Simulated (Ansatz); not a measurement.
Relative stability

The two ends of one reaction step of C2H5Si, doublet (PBE0-D4/def2-TZVP).

A:

```
8
angstrom
H 0.7265 0.9876 -1.2076
C 0.0338 0.2871 -0.7240
C -0.9553 -0.2168 -1.4050
Si 0.3257 -0.1403 1.0717
H -1.3733 -0.1737 -2.4020
H 0.2771 1.0954 1.8988
H -0.7102 -1.0954 1.5342
H 1.6758 -0.7438 1.2341
```

B:

```xyz
8
angstrom
H 2.0203 1.8818 -0.8999
C -0.6092 -0.2629 -0.5552
C -1.1225 -0.2544 -1.6462
Si 0.1659 -0.2764 1.0951
H -1.5763 -0.2469 -2.6108
H 0.1466 1.0958 1.6577
H -0.5924 -1.1903 1.9840
H 1.5675 -0.7467 0.9753
```

Ansatz 0.2.0; basis: def2-TZVPP; cores frozen in the correlated methods; orbitals are unrestricted. B3LYP uses VWN-RPA correlation.

Which structure is lower at CCSD(T), and by how much? (To be estimated.)

By the calculation: A, by 140.4 kJ/mol (electronic energy, against the other). By their contacts, A is C₂H₅Si ([CH][CH][SiH3]) and B is a complex of C₂H₄Si (C#C[SiH3]) + H.

All methods give the same order:

```csv
method,E(B) − E(A) (kJ/mol)
SPW92,170.2
PBE-D4,153.2
BLYP-D4,147.3
r2SCAN-D4,166.9
B97M-V,156.7
PBE0-D4,161.7
B3LYP-D4,155.5
r2SCAN0-D4,173.9
BHLYP-D4,163.5
CAM-B3LYP-D4,156.6
wB97X-V,154.0
wB97M-V,148.2
B2PLYP,140.1
PBE-QIDH,147.9
RPA on PBE,141.8
HF,148.9
MP2,91.7
CCSD,146.9
CCSD(T),140.4
```

T1 diagnostic: at most 0.034. ⟨S²⟩ of the unrestricted Hartree–Fock references: 0.75 to 0.92 (a pure state has 0.75). The unrestricted reference is spin-contaminated, which hurts MP2 most.

Labels in which every atom is bracketed show which atoms are joined, not bond orders.

For scale, one of the runs: CCSD(T)/def2-TZVPP, 174 basis functions (an equivalent command: `ansatz run in.yaml --threads 2`). Hardware: 2 CPU threads, shared host. Wall time 83 s; peak host memory 3.6 GiB.
